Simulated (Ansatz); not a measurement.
A nudged elastic band was laid between two geometries of AlFH2 + H2 (6 atoms, charge 0, multiplicity 1).

Level of theory: RKS PBE0-D4/def2-SVP in Ansatz 0.2.0.

```yaml
movable_images: 5
climbing_image: yes
spring: 5.0 eV/Å²
optimiser: quadratic models (default)
start_path: through a guess of the saddle point
force_threshold: 0.03 eV/Å
iteration_limit: 60
end_points: relaxed
```

Initial state:

```xyz
6
Properties=species:S:1:pos:R:3
Al 0.004 0.127 0.122
F -0.003 0.627 1.721
H 1.408 0.043 -0.601
H -1.399 -0.031 -0.589
H 0.068 -2.088 0.628
H 0.059 -1.760 1.320
```

Final state:

```xyz
6
Properties=species:S:1:pos:R:3
Al 0.018 -0.391 -0.179
F 0.015 -0.089 1.862
H 1.395 0.215 -0.680
H -1.394 0.140 -0.667
H 0.060 -1.909 0.442
H 0.042 -1.049 1.824
```

What changes between the two ends?

Bonds broken: H5–H6. Bonds formed: Al1–H5, F2–H6. AlFH2 + H2 becomes AlFH4.

Give the energies along the band, and the barrier.

The run converged. The highest image is number 5 of 0 to 6, 1.20 eV above the first end and 0.01 eV above the last; the last end lies 1.19 eV above the first. A vibrational analysis at the climbing image gives one clearly imaginary mode, 351i cm⁻¹: a first-order saddle point. The orbitals stay closed-shell, which can raise the energy where a bond breaks towards radicals; this wasn't checked here.

```
image  path coordinate (Å)  energy (eV)  H5–H6 (Å)  Al1–H5 (Å)  F2–H6 (Å)
    0                 0.00         0.00       0.77        2.27       2.42
    1                 0.26         0.03       0.77        2.21       2.11
    2                 0.52         0.17       0.78        2.07       1.80
    3                 0.78         0.54       0.84        1.90       1.52
    4                 1.04         1.06       1.01        1.77       1.24
    5                 1.30         1.20       1.29        1.69       1.03
    6                 1.58         1.19       1.63        1.64       0.96
```

What is the geometry of the highest image?


```xyz
6
Properties=species:S:1:pos:R:3
Al 0.016 -0.324 -0.119
F 0.021 -0.089 1.851
H 1.408 0.175 -0.679
H -1.406 0.102 -0.666
H 0.061 -1.856 0.588
H 0.037 -1.092 1.626
```

What are the harmonic wavenumbers there?

351i, 428, 479, 620, 753, 881, 1072, 1174, 1658, 1964, 1976, 2461 cm⁻¹.

The run took 27 s on 1 thread of Intel(R) Xeon(R) Platinum 8488C (Sapphire Rapids), with other jobs on the host, peak memory 0.12 GiB.
